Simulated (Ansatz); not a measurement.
**Nudged elastic band run: H$_{6}$OSi$_{2}$**

Input file:

```yaml
crystal:
  periodic: [false, false, false]
  atoms:
    - { symbol: Si, position_ang: [-0.708361, 1.063032, -0.933809] }
    - { symbol: O, position_ang: [0.498851, 0.115154, -0.266097] }
    - { symbol: Si, position_ang: [0.799872, -1.05587, 0.891294] }
    - { symbol: H, position_ang: [-1.791094, 0.201894, -1.528996] }
    - { symbol: H, position_ang: [-0.092438, 1.905576, -2.012042] }
    - { symbol: H, position_ang: [-1.320155, 1.957932, 0.111774] }
    - { symbol: H, position_ang: [2.259254, -1.400626, 0.834452] }
    - { symbol: H, position_ang: [-0.018312, -2.290777, 0.620052] }
    - { symbol: H, position_ang: [0.460983, -0.542714, 2.266172] }
basis:
  gaussian: { orbitals: def2-SVP }
hamiltonian:
  xc: pbe
neb:
  order_check: false
  images: 5
  f_tol: 0.05
  max_iterations: 60
  initial_path: idpp
  final_atoms:
    - { symbol: Si, position_ang: [-0.74432272, 1.14212067, -0.80431903] }
    - { symbol: O, position_ang: [0.37118669, 0.38432502, 0.18621152] }
    - { symbol: Si, position_ang: [0.8171823, -1.09507867, 0.82825504] }
    - { symbol: H, position_ang: [-2.13701035, 0.98201124, -0.25342462] }
    - { symbol: H, position_ang: [-0.70266794, 0.5590491, -2.19252234] }
    - { symbol: H, position_ang: [-0.39516079, 2.60007131, -0.86398359] }
    - { symbol: H, position_ang: [2.03211729, -0.88163594, 1.6823463] }
    - { symbol: H, position_ang: [1.14167883, -2.07320934, -0.27026235] }
    - { symbol: H, position_ang: [-0.2944033, -1.66405239, 1.67049907] }
```

Run as:

```bash
$ ansatz run input.yaml --threads 1 --pin off --max-ram 2048MiB --backend cpu --events-out ev --progress --plain --runs-dir out
```

Output, in part (warnings, iteration lines, the closing report on the highest movable image, with atoms numbered from 0):

```
NEB end point (image 0): max|allowed force component| = 1.283e-2 eV/Å (the criterion of neb.relax_end_points is 1.000e-2)
NEB end point (image 6): max|allowed force component| = 6.158e-4 eV/Å (the criterion of neb.relax_end_points is 1.000e-2)
NEB iter   1: max|band force component| = 1.120e0 eV/Å  barrier→ = 0.0925 eV  barrier← = 0.0925 eV  Δτ_max = 0.1172 Å  (153 SCF iters)
NEB iter   2: max|band force component| = 4.211e-1 eV/Å  barrier→ = 0.0231 eV  barrier← = 0.0232 eV  CI = image 3  Δτ_max = 0.0347 Å  (125 SCF iters)
NEB iter   3: max|band force component| = 1.658e-1 eV/Å  barrier→ = 0.0159 eV  barrier← = 0.0159 eV  CI = image 3  Δτ_max = 0.0067 Å  (130 SCF iters)
NEB iter   4: max|band force component| = 4.357e-2 eV/Å  barrier→ = 0.0150 eV  barrier← = 0.0151 eV  CI = image 3  Δτ_max = 0.0000 Å  (215 SCF iters)
Total energy: -17884.06041697 eV, -657.2270980722 hartree
Atom 0 at    -0.731064     1.177324    -0.777652 Å, force     0.019285    -0.036428     0.022992 eV/Å
Atom 1 at     0.474687     0.278742    -0.041781 Å, force    -0.033622     0.043580    -0.029984 eV/Å
Atom 2 at     0.818402    -1.143245     0.766444 Å, force     0.020250    -0.029195     0.019557 eV/Å
Atom 3 at    -2.053723     0.459172    -0.702357 Å, force    -0.008948     0.003519    -0.003797 eV/Å
Atom 4 at    -0.374042     1.400746    -2.219620 Å, force     0.005072     0.002270    -0.006998 eV/Å
Atom 5 at    -0.852300     2.505418    -0.086260 Å, force     0.002908     0.007694     0.003636 eV/Å
Atom 6 at     2.282472    -1.144419     1.094677 Å, force     0.004121     0.000446     0.000770 eV/Å
Atom 7 at     0.500946    -2.339126    -0.092617 Å, force    -0.004917     0.005021    -0.001449 eV/Å
Atom 8 at     0.023223    -1.241011     2.041967 Å, force    -0.004148     0.003092    -0.004727 eV/Å
Dipole moment:    -0.080498    -0.041625     0.003040 e Å
```

It converged. A vibrational analysis at the climbing image gives one clearly imaginary mode, 78i cm⁻¹: a first-order saddle point.

Final band (atoms are numbered from 1 in the order of the input):

```json
{"image": "0", "path coordinate (Å)": "0.00", "energy (eV)": "0.000", "dihedral H4–Si1–O2–Si3 (°)": "-60"}
{"image": "1", "path coordinate (Å)": "0.62", "energy (eV)": "0.004", "dihedral H4–Si1–O2–Si3 (°)": "-41"}
{"image": "2", "path coordinate (Å)": "1.24", "energy (eV)": "0.011", "dihedral H4–Si1–O2–Si3 (°)": "-21"}
{"image": "3", "path coordinate (Å)": "1.86", "energy (eV)": "0.015", "dihedral H4–Si1–O2–Si3 (°)": "0"}
{"image": "4", "path coordinate (Å)": "2.48", "energy (eV)": "0.011", "dihedral H4–Si1–O2–Si3 (°)": "22"}
{"image": "5", "path coordinate (Å)": "3.10", "energy (eV)": "0.004", "dihedral H4–Si1–O2–Si3 (°)": "42"}
{"image": "6", "path coordinate (Å)": "3.72", "energy (eV)": "0.000", "dihedral H4–Si1–O2–Si3 (°)": "61"}
```

Run time: 50 s on 1 CPU thread of a shared host.
